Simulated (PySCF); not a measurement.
An unknown is described by computed data only.

Formula: C4H4N2.

- XPS: C1s 293.0 (×2), C1s 293.3 (×2), N1s 405.8 (×2) eV [ΔSCF SCAN, pcX-2 on the ionised atom, pcseg-1 elsewhere, spin-free X2C]
- 13C NMR: chemical shifts (computed TMS as zero) by class: 111.7 (2 C), 18.4 (2 C) ppm [GIAO KT3/pcSseg-2]
- UV, strongest line: among the 10 lowest singlet transitions: S10 at 8.84 eV (140 nm, f = 0.036) [TDDFT PBE0/def2-SVPD]
- NMR, other nuclei: isotropic shieldings of nuclei other than C and H, by class: -22 (2 N) ppm [GIAO KT3/pcSseg-2]
- Couplings: largest of the computed one-bond spin–spin couplings (means over like bonds): 13C–1H +144.1 (×4), 13C–13C +68.0 (×2), 13C–13C +37.4, 15N–13C -18.5 (×2) Hz [B3LYP/pcJ-1, spin–dipole term left out for some pairs]
- Rotational structure: rotational constants A, B, C: 25.927, 1.480, 1.425 GHz [PBE0-D3(BJ)/def2-SVP]

Electronic properties: PySCF, gas phase, density fitting. Levels stand in brackets. Geometry: PBE0-D3(BJ)/def2-SVP, one conformer, isolated molecule. NMR classes are plain means over equivalent atoms (diastereotopic ones count apart unless rotation or inversion swaps them), as if these changed places fast.

Q: Give a SMILES that accounts for the data.

A: Numbering: `[N:1]#[C:2][CH2:3][CH2:4][C:5]#[N:6]`. Its formula, C4H4N2, gives 4 degrees of unsaturation: 0 rings and 4 π bonds in the structure found. 4 carbons fall into 2 classes; from least to most shielded: nitrile carbon [C2/C5] (111.7 ppm, 2 C), sp3 carbon next to a nitrile [C3/C4] (18.4 ppm, 2 C). The other shieldings belong to: -22 ppm, nitrile nitrogen [N1/N6]. The couplings run between: +144.1 Hz, sp3 carbon next to a nitrile [C3] and its hydrogen (with 3 like pairs); +68.0 Hz, nitrile carbon [C2] and sp3 carbon next to a nitrile [C3] (with 1 like pair); +37.4 Hz, sp3 carbon next to a nitrile [C3] and sp3 carbon next to a nitrile [C4]; -18.5 Hz, nitrile nitrogen [N1] and nitrile carbon [C2] (with 1 like pair). The core levels belong to: C1s 293.0 eV, nitrile carbon [C2/C5]; C1s 293.3 eV, sp3 carbon next to a nitrile [C3/C4]; N1s 405.8 eV, nitrile nitrogen [N1/N6]. The hole state at 293.0 eV has ⟨S²⟩ = 0.82 against 0.75, so that value is less sure. The optimised geometry has point group C2h and is an asymmetric top. Structure: succinonitrile, `C(CC#N)C#N`. Computed isomers that give other values at the same levels: `c1cncnc1` (rotational constant A: 6.305 GHz; this holds for the one conformer computed); `N#CCC1=NC1` (rotational constant A: 10.851 GHz; this holds for the one conformer computed); `C=NC(=C)C#N` (rotational constant A: 5.007 GHz; this holds for the one conformer computed). The assignments are read from this structure; whether some other isomer fits the data as well wasn't checked.

Conformer computed: `[N:1]#[C:2][CH2:3][CH2:4][C:5]#[N:6]`: C2–C3–C4–C5 180°.
